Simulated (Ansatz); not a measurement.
A nudged elastic band was laid between two geometries of C₄H₆ClN (12 atoms, charge 0, multiplicity 1).

Theory: RKS CAM-B3LYP/cc-pVDZ (Ansatz).

```
movable images  : 5
climbing image  : yes
spring          : 5.0 eV/Å²
optimiser       : quadratic models (default)
start path      : through a guess of the saddle point
force threshold : 0.03 eV/Å
iteration limit : 60
end points      : relaxed
```

First end point:

```xyz
12
Properties=species:S:1:pos:R:3
C -0.738 -1.077 0.769
C 0.171 -0.300 0.171
C 1.474 0.113 0.786
N 0.022 0.142 -1.164
C -1.000 0.798 -1.467
Cl -1.285 1.326 -3.105
H -0.566 -1.456 1.777
H -1.644 -1.392 0.249
H 1.544 1.211 0.844
H 2.310 -0.228 0.157
H 1.589 -0.302 1.796
H -1.801 1.109 -0.779
```

Last end point:

```xyz
12
Properties=species:S:1:pos:R:3
C -0.834 -0.862 0.921
C 0.043 -0.012 0.378
C 1.488 0.084 0.767
N -0.342 0.960 -0.575
C -0.900 0.574 -1.628
Cl -1.463 1.712 -2.824
H -0.521 -1.557 1.700
H -1.887 -0.847 0.638
H 1.713 1.102 1.121
H 2.137 -0.102 -0.104
H 1.738 -0.637 1.555
H -1.096 -0.469 -1.915
```

Q: What changes between the two ends?

A: No bond is made or broken. The dihedral C1–C2–N4–C5 goes from 58 to -57°. The two ends are copies of one structure, up to a mirror image or an exchange of like atoms.

Q: Give the energies along the band, and the barrier.

A: The forces met the threshold. The highest image is number 4 of 0 to 6, 10.6 kJ/mol above the ends, which have the same energy within 2 meV. The profile has 2 maxima (images 1, 4) with wells between them (image 3): this band takes more than one step, which may be the mechanism or a detour left from its start path. A vibrational analysis at the climbing image gives one clearly imaginary mode, 118i cm⁻¹: a first-order saddle point.

```json
{"image": "0", "path coordinate (Å)": "0.00", "energy (kJ/mol)": "0.0", "dihedral C1–C2–N4–C5 (°)": "58"}
{"image": "1", "path coordinate (Å)": "1.25", "energy (kJ/mol)": "8.3", "dihedral C1–C2–N4–C5 (°)": "100"}
{"image": "2", "path coordinate (Å)": "2.50", "energy (kJ/mol)": "7.4", "dihedral C1–C2–N4–C5 (°)": "147"}
{"image": "3", "path coordinate (Å)": "3.75", "energy (kJ/mol)": "2.7", "dihedral C1–C2–N4–C5 (°)": "-168"}
{"image": "4", "path coordinate (Å)": "4.99", "energy (kJ/mol)": "10.6", "dihedral C1–C2–N4–C5 (°)": "-123"}
{"image": "5", "path coordinate (Å)": "5.93", "energy (kJ/mol)": "5.7", "dihedral C1–C2–N4–C5 (°)": "-89"}
{"image": "6", "path coordinate (Å)": "6.86", "energy (kJ/mol)": "0.0", "dihedral C1–C2–N4–C5 (°)": "-57"}
```

Q: What is the geometry of the highest image?

A: 
```xyz
12
Properties=species:S:1:pos:R:3
C -0.797 -1.272 0.997
C -0.224 -0.212 0.427
C 1.161 0.276 0.743
N -0.969 0.572 -0.496
C -0.541 0.739 -1.657
Cl -1.417 1.722 -2.808
H -0.248 -1.880 1.716
H -1.820 -1.555 0.748
H 1.129 1.328 1.068
H 1.815 0.231 -0.142
H 1.616 -0.325 1.541
H 0.372 0.319 -2.103
```

The run took 5.2 min on 2 threads of Arm Neoverse V1, with other jobs on the host, peak memory 0.35 GiB.
